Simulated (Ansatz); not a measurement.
System: 1T (CdI2-type) ZrS2. Method: PBEsol (PAW; Ansatz, a first-principles code).

Settings: plane-wave cutoff 520 eV, 12×12×6 k mesh (along the axes of the cell as run), Fermi–Dirac smearing 0.01 eV, scalar-relativistic PAW data made under PBE.

Starting structure:

```
ZrS2
1.0
    3.66000     0.00000     0.00000
   -1.83000     3.16965     0.00000
    0.00000     0.00000     5.82000
Zr S
1 2
Direct
  0.00000   0.00000   0.00000
  0.33333   0.66667   0.25000
  0.66667   0.33333   0.75000
```

Task: Into what structure does the relaxation of cell and atoms lead at this level, with the symmetry of the start kept?

Result: The volume drops by 0.7 %; final space group P-3m1.
```
ZrS2
1.0
    3.62729     0.00000     0.00000
   -1.81365     3.14133     0.00000
    0.00000     0.00000     5.88623
Zr S
1 2
Cartesian
  0.00000   0.00000   0.00000
  0.00000   2.09422   1.45312
  1.81365   1.04711   4.43311
```

Note: the cell comes from a level without a dispersion term, which matters for the spacing of layers, chains or molecules; the cell has widely spaced layers and the level no dispersion term, so their spacing and the moduli can rest on weak binding.
